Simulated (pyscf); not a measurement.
A first-order saddle from PySCF, ωB97X-D3(BJ)/def2-SVP:

```xyz
11

Ti    -1.1164     0.0446    -0.0974
O     -0.4120     1.5297     0.9241
O      0.0538    -0.1289    -1.4081
O     -2.6468     0.4164    -0.9108
O     -1.0831    -1.5162     0.7368
H     -0.1269     2.3916     0.5999
H      0.6804    -0.8427    -1.5744
H     -2.8123     0.4910    -1.8571
H     -1.6457    -1.6473     1.5138
Cl    -2.4940     0.7080     2.3883
H     -1.3295     1.4178     1.7979
```

Surface: singlet, charge 0. Lowest wavenumbers (cm⁻¹): 589i, 85, 128, 143, 177.

**Question.** What reaction is this the transition state of?

**Answer.** HO–Ti(OH)(OH)–OH + HCl ⇌ HO–Ti(OH)(OH)–Cl + H₂O, a four-centre exchange read from left to right: O–Ti, Cl–H broken and Cl–Ti, H–O formed. At ωB97M-D3(BJ)/def2-TZVP it lies +0.7 kcal/mol from the left side and +8.9 kcal/mol from the right (each side as separated species at their lowest minima found). On the reactant side the descent ends in a complex, 8.0 kcal/mol under the separated species and 6.3 kcal/mol under the saddle at ωB97X-D3(BJ)/def2-TZVP. On the product side the descent ends in an adduct with a O–Ti contact (not fully relaxed), 12.1 kcal/mol under the separated species and 21.1 kcal/mol under the saddle at ωB97X-D3(BJ)/def2-TZVP. What is counted as broken (O–Ti) persists as a longer contact in the product adduct; parting that adduct is a step of its own. At ωB97X-D3(BJ) the barrier from the zero used here is -1.7 kcal/mol. One saddle was located; it need not be the lowest between these sides.
